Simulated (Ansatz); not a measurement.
**C₂H₅Al: small, medium and large basis sets**

One table from this session's results is given with a row withheld; the runs are named, their logs left out.

Program: Ansatz 0.2.0, Gaussian basis. Level of theory: one geometry, several basis sets. These are calculated values, not measurements.

The runs, in order: PBE0-D4/def2-SVP; ωB97M-V/def2-SVP; PBE0-D4/def2-QZVPP; ωB97M-V/def2-QZVPP; the functionals' def2-TZVPP values are taken from earlier runs.

## Structure used throughout

All runs share one geometry, relaxed beforehand with PBE0-D4 in a triple-zeta def2 set.

8 atoms, charge 0, spin multiplicity 1.

Atoms are counted from 1 here; the program's logs count them from 0.

Bond lengths: C1–C2 1.337 Å, C1–H4 1.089 Å, C1–H5 1.089 Å, C2–Al3 1.938 Å, C2–H6 1.090 Å, Al3–H7 1.588 Å, Al3–H8 1.588 Å. Angles: C2–C1–H4 121.7°, C2–C1–H5 123.0°, H4–C1–H5 115.3°, C1–C2–Al3 119.6°, C1–C2–H6 116.7°, Al3–C2–H6 123.7°, C2–Al3–H7 122.1°, C2–Al3–H8 116.8°, H7–Al3–H8 121.2°.

The first run:

Input file in.yaml:

```yaml
crystal:
  periodic: [false, false, false]
  atoms:
    - {symbol: C, position_ang: [-1.029888, 0.829169, -0.357018]}
    - {symbol: C, position_ang: [0.198978, 0.650996, 0.138095]}
    - {symbol: Al, position_ang: [0.930839, -1.139337, 0.261982]}
    - {symbol: H, position_ang: [-1.636900, -0.008634, -0.695462]}
    - {symbol: H, position_ang: [-1.494992, 1.809294, -0.451929]}
    - {symbol: H, position_ang: [0.735628, 1.546147, 0.452725]}
    - {symbol: H, position_ang: [2.383977, -1.417862, 0.837659]}
    - {symbol: H, position_ang: [0.004356, -2.326974, -0.241852]}
basis:
  gaussian: {orbitals: def2-SVP}
hamiltonian: {xc: pbe0, dispersion: d4}
output: {orbitals: {seedname: orbitals}}
```

Steps of the session up to this table: PBE0-D4 in def2-SVP; ωB97M-V in def2-SVP; PBE0-D4 in def2-QZVPP; ωB97M-V in def2-QZVPP.

One of the session's tables, all rows but one given; the rest of the session is left out.

It belongs to the step «Functionals by basis». 

```
functional       basis  HOMO (eV)  LUMO (eV)
   PBE0-D4    def2-SVP      -8.08      -1.62
   PBE0-D4  def2-TZVPP      -8.09      -1.66
   PBE0-D4  def2-QZVPP      -8.10      -1.68
   ωB97M-V    def2-SVP          ?          ?
   ωB97M-V  def2-TZVPP     -10.32       0.05
   ωB97M-V  def2-QZVPP     -10.33      -0.07
```

**Question.** Estimate the row for ωB97M-V, def2-SVP.

**Answer.** HOMO (eV): -10.27; LUMO (eV): 0.17. In the column «HOMO (eV)» it lies between ωB97M-V, def2-TZVPP (-10.32) and PBE0-D4, def2-QZVPP (-8.10).
